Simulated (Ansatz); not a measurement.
Relaxation of BH₆NO (9 atoms, charge 0, multiplicity 1), to a largest force component of 0.03 eV/Å in at most 50 steps.

These are results of Ansatz 0.2.0, RKS PBE0/def2-SVP, not measurements.

```xyz
9
Properties=species:S:1:pos:R:3:forces:R:3
B 0.002 -0.422 0.129 -0.13 0.08 0.90
O -0.281 -0.558 1.476 0.16 -0.06 -0.82
H -1.229 -0.601 1.637 -0.02 -0.01 0.00
H 1.171 -0.436 -0.171 0.00 0.02 0.00
H -0.890 -0.433 -0.687 -0.03 0.02 -0.03
N 0.133 2.248 0.736 -0.02 -0.64 0.50
H 1.012 2.762 0.747 0.00 -0.01 0.00
H -0.614 2.927 0.876 0.01 -0.01 0.00
H 0.136 1.616 1.558 0.03 0.61 -0.54
```

Task: Where does it end, and by what steps?

Result: The run converged. After 13 steps the energy has fallen by 0.585 eV; H7 moved furthest, 0.88 Å. Joined: B1–N6 (2.74 → 1.69 Å).

```
step  energy less start (eV)  largest force component (eV/Å)  accepted
   0                  0.0000                           0.903       yes
   1                 -0.0624                           1.222       yes
   2                 -0.1790                           1.397       yes
   3                 -0.3659                           1.111       yes
   4                 -0.4946                           1.372       yes
   5                 -0.5301                           0.303       yes
   6                 -0.5552                           0.436       yes
   7                 -0.5679                           0.231       yes
   8                 -0.5823                           0.074       yes
   9                 -0.5503                           0.816        no
  10                 -0.5848                           0.038       yes
  11                 -0.5850                           0.062       yes
  12                 -0.5852                           0.032       yes
  13                 -0.5854                           0.011       yes
```

```xyz
9
Properties=species:S:1:pos:R:3
B 0.052 0.153 0.382
O -0.515 -0.494 1.521
H -1.415 -0.769 1.345
H 1.238 -0.115 0.189
H -0.631 0.168 -0.646
N 0.155 1.783 0.799
H 0.633 2.325 0.079
H -0.764 2.195 0.964
H 0.687 1.859 1.668
```

Time of the run: 17 s on 2 threads of Arm Neoverse V2, on a shared host, peak memory 0.14 GiB.
